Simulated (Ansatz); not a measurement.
**C2H7N, singlet: the ladder up to RCCSDT(Q)**

Geometry: MP2(full)/6-31G*, from the G2/97 set.

| atom | x (Å) | y (Å) | z (Å) |
| --- | --- | --- | --- |
| C | 1.2512 | -0.3695 | 0.0000 |
| C | 0.0412 | 0.5600 | 0.0000 |
| N | -1.2641 | -0.1034 | 0.0000 |
| H | 2.1905 | 0.1926 | 0.0000 |
| H | 1.2430 | -1.0137 | 0.8849 |
| H | 1.2430 | -1.0137 | -0.8849 |
| H | 0.0758 | 1.2150 | -0.8765 |
| H | 0.0758 | 1.2150 | 0.8765 |
| H | -1.3311 | -0.7143 | 0.8131 |
| H | -1.3311 | -0.7143 | -0.8131 |

Basis cc-pVDZ; Ansatz 0.2.0. Only valence electrons are correlated (noble-gas cores frozen), which leaves 20 electrons in 74 orbitals. Prefix R: restricted or restricted open-shell reference. Active spaces: frontier = (8e, 8o) about the gap.

Full CI isn't at hand for all of this; RCCSDT(Q) serves as the reference, and is uncertain by about the last step of the cluster series.

The UHF ⟨S²⟩ is 0.000 and the T1 diagnostic (RCCSD) is 0.0071. The largest doubles amplitude (RCCSD) is 0.021.

Q: From what is known of these methods and the diagnostics, rank them by the size of their error in total energy against RCCSDT(Q) in cc-pVDZ, smallest first (an estimate: the text doesn't fix the numbers).
A. RHF
B. RCCSDT
C. RCCSD
D. RMP2
E. MRCISD+Q (frontier space)

A: B (2.2 kJ/mol), E (20.6 kJ/mol), C (39.4 kJ/mol), D (153.3 kJ/mol), A (1384.9 kJ/mol).

All errors are against RCCSDT(Q) in cc-pVDZ. Within each family the higher level lies nearer, as is usual though not guaranteed.

Atomization energy (electronic, same basis, no zero-point term; atoms at the same level, unrestricted beside the R rows where the molecule is a closed shell, with restricted open-shell steps beyond CCSDT(Q)) at RCCSDT(Q): 3399.0 kJ/mol. Errors of other levels:

```
   level  error (kJ/mol)
     RHF          -765.6
    RMP2             8.5
    CISD          -188.8
   RCCSD           -30.8
RCCSD(T)            -2.0
 BCCD(T)            -1.5
  RCCSDT            -2.0
```

This basis is far from its limit, so the value isn't to be set against a measured one. Truncated CI isn't size-consistent, which counts against it in atomization.
